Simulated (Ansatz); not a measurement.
CH$_{6}$OS (SMILES O.CS), closed shell: a relaxation.

in.yaml

```yaml
crystal:
  periodic: [false, false, false]
  atoms:
    - {symbol: O, position_ang: [-0.395337, 0.175038, -2.199721]}
    - {symbol: H, position_ang: [-1.001240, -0.280271, -1.578441]}
    - {symbol: H, position_ang: [-0.680042, 1.103447, -2.101632]}
    - {symbol: C, position_ang: [0.804325, -0.200743, 0.768276]}
    - {symbol: S, position_ang: [-0.957958, 0.275193, 0.865657]}
    - {symbol: H, position_ang: [1.439147, 0.423852, 1.426066]}
    - {symbol: H, position_ang: [1.058465, -0.022600, -0.294702]}
    - {symbol: H, position_ang: [0.950867, -1.273315, 0.998344]}
    - {symbol: H, position_ang: [-1.218226, -0.200600, 2.116153]}
basis:
  gaussian: {orbitals: def2-TZVP}
hamiltonian: {xc: pbe0, dispersion: d4}
relax: {f_tol: 0.005, max_steps: 200}
```

Launched with

```bash
ansatz run in.yaml --threads 4 --pin off --events-out ev --progress --plain --max-ram 9574MiB
```

Output of Ansatz 0.2.0:

```
Functional definition: PBE0
  name "PBE0"
  cite "Adamo & Barone, J. Chem. Phys. 110, 6158 (1999) doi:10.1063/1.478522"
  cite "Perdew, Burke & Ernzerhof, Phys. Rev. Lett. 77, 3865 (1996) doi:10.1103/PhysRevLett.77.3865"
  parent pbe
  parameter a = 0.25
  parameter kappa = 0.804
  parameter beta = 0.06672455060314922
  exchange = (1 - a)*pbe_x(kappa = kappa, mu = beta*pi^2/3) + a*exact_x
  correlation = pbe_c(beta = beta)
866 factors; their error is unknown
mean field evaluation 1: about -14004.5024 eV, gradient 6.2e1 eV
mean field evaluation 2: about -13997.0974 eV, gradient 8.6e1 eV
mean field evaluation 4: about -14011.5356 eV, gradient 3.4e0 eV
mean field evaluation 8: about -14011.5588 eV, gradient 3.5e-2 eV
mean field evaluation 16: about -14011.5783 eV, gradient 1.6e-5 eV
mean field -14011.57833608 eV, -514.9160064619 hartree, gradient 1.6e-5 eV, S^2 0.000000; 0 other end points of the search recorded, 0 dependent functions left out
the calculation of the forces begins
reference -14011.57836178 eV, -514.9160074066 hartree; 18, 18 occupied and 117, 117 virtual orbitals, 866 factors
relax step   1: F+E_penalty+E_count = -14011.67576139 eV  Δ(F+E_penalty+E_count) = +0.000e0 eV  max|allowed force component| = 8.340e-1 eV/Å  Δτ_max = 0.0000 Å  (26 SCF iters, accepted)
relax step   2: F+E_penalty+E_count = -14011.72649347 eV  Δ(F+E_penalty+E_count) = -5.073e-2 eV  max|allowed force component| = 5.164e-1 eV/Å  Δτ_max = 0.1915 Å  (30 SCF iters, accepted)
relax step   3: F+E_penalty+E_count = -14011.64025704 eV  Δ(F+E_penalty+E_count) = +8.624e-2 eV  max|allowed force component| = 2.375e0 eV/Å  Δτ_max = 0.1630 Å  (36 SCF iters, rejected (line search))
relax step   4: F+E_penalty+E_count = -14011.73661013 eV  Δ(F+E_penalty+E_count) = -1.012e-2 eV  max|allowed force component| = 1.167e-1 eV/Å  Δτ_max = 0.0815 Å  (30 SCF iters, accepted)
relax step   5: F+E_penalty+E_count = -14011.74150409 eV  Δ(F+E_penalty+E_count) = -4.894e-3 eV  max|allowed force component| = 1.332e-1 eV/Å  Δτ_max = 0.0884 Å  (28 SCF iters, accepted)
relax step   6: F+E_penalty+E_count = -14011.74622099 eV  Δ(F+E_penalty+E_count) = -4.717e-3 eV  max|allowed force component| = 2.144e-1 eV/Å  Δτ_max = 0.1500 Å  (29 SCF iters, accepted)
relax step   7: F+E_penalty+E_count = -14011.74838730 eV  Δ(F+E_penalty+E_count) = -2.166e-3 eV  max|allowed force component| = 3.700e-1 eV/Å  Δτ_max = 0.0890 Å  (29 SCF iters, accepted)
relax step   8: F+E_penalty+E_count = -14011.75049999 eV  Δ(F+E_penalty+E_count) = -2.113e-3 eV  max|allowed force component| = 3.159e-1 eV/Å  Δτ_max = 0.0382 Å  (30 SCF iters, accepted)
relax step   9: F+E_penalty+E_count = -14011.75275367 eV  Δ(F+E_penalty+E_count) = -2.254e-3 eV  max|allowed force component| = 3.602e-1 eV/Å  Δτ_max = 0.0508 Å  (29 SCF iters, accepted)
relax step  10: F+E_penalty+E_count = -14011.73474531 eV  Δ(F+E_penalty+E_count) = +1.801e-2 eV  max|allowed force component| = 1.057e0 eV/Å  Δτ_max = 0.1911 Å  (36 SCF iters, rejected (line search))
relax step  11: F+E_penalty+E_count = -14011.75717090 eV  Δ(F+E_penalty+E_count) = -4.417e-3 eV  max|allowed force component| = 7.897e-2 eV/Å  Δτ_max = 0.0910 Å  (29 SCF iters, accepted)
relax step  12: F+E_penalty+E_count = -14011.76278323 eV  Δ(F+E_penalty+E_count) = -5.612e-3 eV  max|allowed force component| = 1.093e-1 eV/Å  Δτ_max = 0.1000 Å  (29 SCF iters, accepted)
relax step  13: F+E_penalty+E_count = -14011.73837191 eV  Δ(F+E_penalty+E_count) = +2.441e-2 eV  max|allowed force component| = 1.319e0 eV/Å  Δτ_max = 0.1465 Å  (30 SCF iters, rejected (line search))
relax step  14: F+E_penalty+E_count = -14011.76554878 eV  Δ(F+E_penalty+E_count) = -2.766e-3 eV  max|allowed force component| = 8.133e-2 eV/Å  Δτ_max = 0.0732 Å  (28 SCF iters, accepted)
relax step  15: F+E_penalty+E_count = -14011.76715273 eV  Δ(F+E_penalty+E_count) = -1.604e-3 eV  max|allowed force component| = 4.150e-1 eV/Å  Δτ_max = 0.0728 Å  (30 SCF iters, accepted)
relax step  16: F+E_penalty+E_count = -14011.77066195 eV  Δ(F+E_penalty+E_count) = -3.509e-3 eV  max|allowed force component| = 3.124e-1 eV/Å  Δτ_max = 0.0737 Å  (29 SCF iters, accepted)
relax step  17: F+E_penalty+E_count = -14011.74082320 eV  Δ(F+E_penalty+E_count) = +2.984e-2 eV  max|allowed force component| = 1.014e0 eV/Å  Δτ_max = 0.1618 Å  (36 SCF iters, rejected (line search))
relax step  18: F+E_penalty+E_count = -14011.77516993 eV  Δ(F+E_penalty+E_count) = -4.508e-3 eV  max|allowed force component| = 5.122e-2 eV/Å  Δτ_max = 0.0809 Å  (30 SCF iters, accepted)
relax step  19: F+E_penalty+E_count = -14011.77640335 eV  Δ(F+E_penalty+E_count) = -1.233e-3 eV  max|allowed force component| = 6.531e-2 eV/Å  Δτ_max = 0.0289 Å  (29 SCF iters, accepted)
relax step  20: F+E_penalty+E_count = -14011.77531800 eV  Δ(F+E_penalty+E_count) = +1.085e-3 eV  max|allowed force component| = 2.631e-1 eV/Å  Δτ_max = 0.1236 Å  (29 SCF iters, rejected (line search))
relax step  21: F+E_penalty+E_count = -14011.77813448 eV  Δ(F+E_penalty+E_count) = -1.731e-3 eV  max|allowed force component| = 7.792e-2 eV/Å  Δτ_max = 0.0618 Å  (29 SCF iters, accepted)
relax step  22: F+E_penalty+E_count = -14011.78045016 eV  Δ(F+E_penalty+E_count) = -2.316e-3 eV  max|allowed force component| = 1.009e-1 eV/Å  Δτ_max = 0.0617 Å  (30 SCF iters, accepted)
relax step  23: F+E_penalty+E_count = -14011.78129337 eV  Δ(F+E_penalty+E_count) = -8.432e-4 eV  max|allowed force component| = 1.746e-1 eV/Å  Δτ_max = 0.0666 Å  (30 SCF iters, accepted)
relax step  24: F+E_penalty+E_count = -14011.78159853 eV  Δ(F+E_penalty+E_count) = -3.052e-4 eV  max|allowed force component| = 3.158e-1 eV/Å  Δτ_max = 0.0627 Å  (30 SCF iters, accepted)
relax step  25: F+E_penalty+E_count = -14011.78339232 eV  Δ(F+E_penalty+E_count) = -1.794e-3 eV  max|allowed force component| = 3.717e-1 eV/Å  Δτ_max = 0.0580 Å  (30 SCF iters, accepted)
relax step  26: F+E_penalty+E_count = -14011.78132841 eV  Δ(F+E_penalty+E_count) = +2.064e-3 eV  max|allowed force component| = 3.551e-1 eV/Å  Δτ_max = 0.2000 Å  (36 SCF iters, rejected (line search))
relax step  27: F+E_penalty+E_count = -14011.78851222 eV  Δ(F+E_penalty+E_count) = -5.120e-3 eV  max|allowed force component| = 3.455e-2 eV/Å  Δτ_max = 0.1000 Å  (29 SCF iters, accepted)
relax step  28: F+E_penalty+E_count = -14011.78928345 eV  Δ(F+E_penalty+E_count) = -7.712e-4 eV  max|allowed force component| = 6.294e-2 eV/Å  Δτ_max = 0.0444 Å  (29 SCF iters, accepted)
relax step  29: F+E_penalty+E_count = -14011.78985305 eV  Δ(F+E_penalty+E_count) = -5.696e-4 eV  max|allowed force component| = 1.563e-1 eV/Å  Δτ_max = 0.0881 Å  (30 SCF iters, accepted)
relax step  30: F+E_penalty+E_count = -14011.79084473 eV  Δ(F+E_penalty+E_count) = -9.917e-4 eV  max|allowed force component| = 1.237e-1 eV/Å  Δτ_max = 0.0330 Å  (30 SCF iters, accepted)
relax step  31: F+E_penalty+E_count = -14011.79235106 eV  Δ(F+E_penalty+E_count) = -1.506e-3 eV  max|allowed force component| = 1.131e-2 eV/Å  Δτ_max = 0.0495 Å  (30 SCF iters, accepted)
relax step  32: F+E_penalty+E_count = -14011.75307919 eV  Δ(F+E_penalty+E_count) = +3.927e-2 eV  max|allowed force component| = 1.275e0 eV/Å  Δτ_max = 0.1953 Å  (36 SCF iters, rejected (line search))
relax step  33: F+E_penalty+E_count = -14011.79251793 eV  Δ(F+E_penalty+E_count) = -1.669e-4 eV  max|allowed force component| = 1.865e-2 eV/Å  Δτ_max = 0.0219 Å  (30 SCF iters, accepted)
relax step  34: F+E_penalty+E_count = -14011.79047638 eV  Δ(F+E_penalty+E_count) = +2.042e-3 eV  max|allowed force component| = 1.968e-1 eV/Å  Δτ_max = 0.0977 Å  (30 SCF iters, rejected (line search))
relax step  35: F+E_penalty+E_count = -14011.79282431 eV  Δ(F+E_penalty+E_count) = -3.064e-4 eV  max|allowed force component| = 1.014e-2 eV/Å  Δτ_max = 0.0172 Å  (30 SCF iters, accepted)
relax step  36: F+E_penalty+E_count = -14011.79327404 eV  Δ(F+E_penalty+E_count) = -4.497e-4 eV  max|allowed force component| = 6.665e-2 eV/Å  Δτ_max = 0.0488 Å  (30 SCF iters, accepted)
relax step  37: F+E_penalty+E_count = -14011.79329923 eV  Δ(F+E_penalty+E_count) = -2.519e-5 eV  max|allowed force component| = 8.529e-2 eV/Å  Δτ_max = 0.0256 Å  (29 SCF iters, accepted)
relax step  38: F+E_penalty+E_count = -14011.79353489 eV  Δ(F+E_penalty+E_count) = -2.357e-4 eV  max|allowed force component| = 8.160e-2 eV/Å  Δτ_max = 0.0173 Å  (30 SCF iters, accepted)
relax step  39: F+E_penalty+E_count = -14011.79369572 eV  Δ(F+E_penalty+E_count) = -1.608e-4 eV  max|allowed force component| = 1.117e-2 eV/Å  Δτ_max = 0.0115 Å  (31 SCF iters, accepted)
relax step  40: F+E_penalty+E_count = -14011.79359978 eV  Δ(F+E_penalty+E_count) = +9.593e-5 eV  max|allowed force component| = 3.893e-2 eV/Å  Δτ_max = 0.0145 Å  (30 SCF iters, rejected (line search))
relax step  41: F+E_penalty+E_count = -14011.79374263 eV  Δ(F+E_penalty+E_count) = -4.691e-5 eV  max|allowed force component| = 3.955e-3 eV/Å  Δτ_max = 0.0073 Å  (32 SCF iters, accepted)
relax step  42: F+E_penalty+E_count = -14011.79377383 eV  Δ(F+E_penalty+E_count) = -3.120e-5 eV  max|allowed force component| = 1.899e-2 eV/Å  Δτ_max = 0.0154 Å  (30 SCF iters, accepted)
relax step  43: F+E_penalty+E_count = -14011.79378511 eV  Δ(F+E_penalty+E_count) = -1.128e-5 eV  max|allowed force component| = 1.013e-2 eV/Å  Δτ_max = 0.0058 Å  (32 SCF iters, accepted)
relax step  44: F+E_penalty+E_count = -14011.79378737 eV  Δ(F+E_penalty+E_count) = -2.266e-6 eV  max|allowed force component| = 7.371e-3 eV/Å  Δτ_max = 0.0116 Å  (31 SCF iters, accepted)
relax step  45: F+E_penalty+E_count = -14011.79377963 eV  Δ(F+E_penalty+E_count) = +7.746e-6 eV  max|allowed force component| = 1.222e-2 eV/Å  Δτ_max = 0.0094 Å  (31 SCF iters, rejected (line search))
relax step  46: F+E_penalty+E_count = -14011.79379859 eV  Δ(F+E_penalty+E_count) = -1.122e-5 eV  max|allowed force component| = 1.493e-3 eV/Å  Δτ_max = 0.0040 Å  (32 SCF iters, accepted)
Total energy: -14011.79382450 eV, -514.9239255152 hartree
Atom 0 at    -0.845806    -0.298756    -1.981281 Å, force    -0.000017    -0.000640    -0.001493 eV/Å
Atom 1 at    -0.987661     0.230178    -1.182706 Å, force    -0.000194     0.000859     0.001365 eV/Å
Atom 2 at    -1.002781     0.301681    -2.712475 Å, force     0.000216    -0.000198    -0.000453 eV/Å
Atom 3 at     0.955765    -0.071589     0.871143 Å, force    -0.000472    -0.000097     0.000197 eV/Å
Atom 4 at    -0.617250     0.781975     1.132377 Å, force     0.000888     0.001012     0.000080 eV/Å
Atom 5 at     1.281453    -0.575289     1.779704 Å, force     0.000289     0.000042     0.000123 eV/Å
Atom 6 at     1.680344     0.702837     0.620031 Å, force    -0.000042     0.000076    -0.000122 eV/Å
Atom 7 at     0.886344    -0.769886     0.038789 Å, force     0.000007    -0.000011    -0.000117 eV/Å
Atom 8 at    -1.350407    -0.301150     1.434419 Å, force    -0.000676    -0.001043     0.000420 eV/Å
Dipole moment:     0.118968     0.120916     0.109408 e Å

[the SCF lines of later steps are left out]
```

The run took about 43 s on 4 CPU threads of an Intel Xeon Platinum 8488C (shared host).
